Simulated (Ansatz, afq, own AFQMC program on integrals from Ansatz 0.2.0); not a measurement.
Integrals from Ansatz 0.2.0, then the random walk in our own AFQMC program (afq).

```yaml
crystal:
  periodic: [false, false, false]
  atoms:
    - {symbol: Si, position_ang: [-0.000726, -0.107755, 2.104215]}
    - {symbol: Ge, position_ang: [-0.000108, 0.018862, -0.787014]}
    - {symbol: H, position_ang: [0.001961, 1.417963, 2.139233]}
    - {symbol: H, position_ang: [-0.031459, -1.355411, -1.482828]}
    - {symbol: H, position_ang: [1.269880, 0.753475, -1.271533]}
    - {symbol: H, position_ang: [-1.212388, 0.827126, -1.298933]}
basis:
  gaussian: {orbitals: 6-31G}
magnetization: {spin_polarized: true, initial_magnetization: 0}
correlation: {method: ccsd_t, electrons: outside_noble_gas, hamiltonian_folder: ham}
```

```sh
$ ansatz run in.yaml --threads 1 --pin off --events-out ev --progress --plain --max-ram 1382MiB
```

afq runs on the folder ham with

```
--method phaseless --trial hf --walkers 40 --populations 1 --least-time 40 --time-step 0.04 --steps-per-block 5 --equilibration-blocks 15 --max-blocks 300 --target-error 0.00084 --factor-cut 1e-05 --start determinant --seed 2103 --taylor-order 6
```

Times are imaginary, in 1/Eh. The walk had a cap of 203 s. Filled inner d shells are frozen with the cores.

afq prints:

```
orbitals 31  electrons 6 6  factors 249 of 518
reference energy -2366.14003559 Eh
CCSD correlation -0.13726538 Eh in 12 cycles, weight of the determinant in the CISD state 0.8768
energy of the start -2366.140036 Eh
 block  time / (1/Eh)  mean weight  energy / Eh
     1     0.200  0.9997  -2366.175874
     2     0.400  1.0172  -2366.191364
     3     0.600  1.0046  -2366.209558
     4     0.800  1.0129  -2366.219439
     5     1.000  1.0257  -2366.241376
    10     2.000  1.0012  -2366.258375
    43     8.600  0.9930  -2366.263672
    78    15.600  0.9966  -2366.277953
   113    22.600  1.0161  -2366.291648
   134    26.800  1.0166  -2366.301565
   148    29.600  1.0134  -2366.285517
   183    36.600  1.0037  -2366.275422
   218    43.600  0.9964  -2366.285849
   253    50.600  0.9959  -2366.296011
   288    57.600  1.0196  -2366.276460
   302    60.400  0.9952  -2366.256773
   309    61.800  0.9840  -2366.267072
blocks merged  error / Eh  count
     1  0.000896  300
     2  0.001134  150
     4  0.001422  75
     8  0.001756  37
    16  0.002039  18
    32  0.002086  9
energy -2366.280038 +/- 0.002039 Eh
(rows thinned)
```

The run passed its tests (sampling time, drift between the halves within three errors, error under three times the target), which doesn't prove that it has relaxed. The second half of the sampling lies above the first by 1.5 errors of their difference, so the energy may still be moving and its error bar be too small.

Against this walk (error 55.5 meV) on the same determinant: CCSD(T) 9.4 meV higher (within the noise), a separate phaseless walk with a CISD trial and standard settings 5.6 ± 55.8 meV higher (within the noise). The error is statistical and leaves out the bias of the constraint. None of these is a sure reference here.

Cautions: constraint bias not in the error; error above the target (55.5 against 22.9 meV); no relativity below Rb; no spin-orbit coupling; inner d shell frozen; an unrestricted solution with more broken spin lies lower (30 meV, ⟨S²⟩ 0.25), while this determinant keeps restricted orbitals; the time-step error isn't removed.

The walk took 13 s on 1 thread of Intel(R) Xeon(R) Platinum 8375C CPU @ 2.90GHz (Ice Lake), with other jobs on the host. The log's last line is the phaseless energy.
